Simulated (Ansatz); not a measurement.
Results of PBE (PAW; Ansatz, a first-principles code) for HfO₂ (P2₁/c, No. 14).

Settings: plane-wave cutoff 500 eV, 8×8×8 k mesh, Fermi–Dirac smearing 0.05 eV, scalar-relativistic PAW data made under PBE.

Cell (relaxed at this level):

```yaml
crystal:
  lattice:
    - [0.00000, 5.16171, 0.01561]
    - [5.21129, 0.00000, 0.00000]
    - [0.00000, -0.88190, -5.27947]
  atoms:
    - { symbol: Hf, position: [0.72427, 0.95711, 0.79170] }
    - { symbol: Hf, position: [0.27573, 0.45711, 0.70830] }
    - { symbol: Hf, position: [0.27573, 0.04289, 0.20830] }
    - { symbol: Hf, position: [0.72427, 0.54289, 0.29170] }
    - { symbol: O, position: [0.55081, 0.24285, 0.52338] }
    - { symbol: O, position: [0.44919, 0.74285, 0.97662] }
    - { symbol: O, position: [0.44919, 0.75715, 0.47662] }
    - { symbol: O, position: [0.55081, 0.25715, 0.02338] }
    - { symbol: O, position: [0.93299, 0.67173, 0.65120] }
    - { symbol: O, position: [0.06701, 0.17173, 0.84880] }
    - { symbol: O, position: [0.06701, 0.32827, 0.34880] }
    - { symbol: O, position: [0.93299, 0.82827, 0.15120] }
```

Give the computed band gap.


- band gap = 4.04 eV (on the SCF k mesh)

Measured, for comparison: band gap 5.7 eV (temperature not stated, no zero-point or thermal correction, our sources range from 5.70 to 5.84; as tabulated in Choudhary et al. (2018), arXiv:1804.01032).

Note: the relaxation could not lower the start's symmetry, so the cell can be a saddle point above a distorted one.

Spin–orbit coupling is not included.

Static lattice: no zero-point or thermal effects.
